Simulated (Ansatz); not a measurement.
A made-up structure of NaAlH₂O, singlet:

O1  (-1.121, -0.896, -0.244)
Al2  (0.342, 0.344, 0.032)
Na3  (2.574, -0.631, 2.162)
H4  (-1.898, -0.638, -0.937)
H5  (0.103, 1.821, -1.013)
(Å)

It is relaxed with PBE-D4/def2-SVP and then PBE0-D4/def2-TZVP (Ansatz 0.2.0). Atoms count as bonded within 1.22 times the sum of their covalent radii (H–H: 0.88 Å). The end point is not checked to be a true minimum.

**Question.** Does its bonding change? (Judge from chemistry; the calculation decides.)

**Answer.** By the calculation: No: no bond forms or breaks.

Where it ends: The first stage lowers the energy by 0.70 eV in 10 steps. It ends as NaAlH₂O ([OH][AlH][Na]):
O1  (-1.002, -0.801, -0.219)
Al2  (0.305, 0.305, 0.030)
Na3  (2.300, -0.561, 1.930)
H4  (-1.695, -0.567, -0.838)
H5  (0.093, 1.624, -0.903)
(Å)

Labels in which every atom is bracketed show which atoms are joined, not bond orders.

For scale, one of the runs: PBE0-D4/def2-TZVP relaxation, 112 basis functions, launched by `ansatz run in.yaml --threads 2 --pin off --events-out ev --progress --plain --max-ram 4352MiB`. The run took about 13 s on 2 CPU threads of an Arm Neoverse V1 (shared host).
